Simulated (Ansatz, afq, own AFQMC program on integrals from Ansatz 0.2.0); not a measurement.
# Where AFQMC and coupled cluster stand for CHN, singlet

```
atom    x (Å)   y (Å)    z (Å)
   N   0.4094  0.0000   0.3553
   C  -0.5067  0.0000  -0.3326
   H   0.3480  0.0000  -0.9742
```

Connectivity, by distances: N–CH.

Basis cc-pVDZ. Noble-gas cores (and the filled d shells of Ga–Kr and In–Xe) are frozen. Ansatz 0.2.0 and our own AFQMC program on the same integrals; the CISD trial comes from CCSD amplitudes, and released means the phaseless constraint is let go. Error bars are statistical, one sigma.

Determinant: RHF, the one that the program's search chose, which needn't be the lowest solution. The geometry is a point of a scan.

No full CI on the walks' own integrals is used here; CCSDT(Q) serves as the reference and is uncertain by about the last step of the cluster series.

Cautions: higher spins were not checked; raised T1 diagnostic (T1 0.025, weight of the determinant 0.88, largest double 0.09); the released energies move by 1.5 errors or more from one time to the next, so no released level is given (meV from the phaseless value at times in 1/Eh: -29 ± 14 at 0.24, -24 ± 12 at 0.51, -29 ± 14 at 0.99, -10 ± 14 at 1.62, -37 ± 16 at 2.40), though the last usable value meets CCSDT(Q) within the noise.

The T1 diagnostic is 0.0249, the weight of the determinant in the CISD state is 0.884 and the size of the correlated space is 10 electrons in 31 orbitals.

Reference: CCSDT(Q), correlation energy -8.182 eV.

| level | E − E(reference) (meV) | share of correlation (%) |
| --- | --- | --- |
| HF | 8181.6 | 0.00 |
| MP2 | 784.9 | 90.41 |
| CCSD | 359.6 | 95.60 |
| CCSD(T) | 42.5 | 99.48 |
| CCSDT | 31.5 | 99.61 |
| ph-AFQMC/HF | 48.9 ± 69.0 | 99.40 |
| ph-AFQMC/CISD | 34.8 ± 14.5 | 99.57 |

A walk keeps the symmetry of its determinant, which the program's search chose and which needn't be the lowest solution, so a lower state of the same spin and another symmetry isn't excluded.
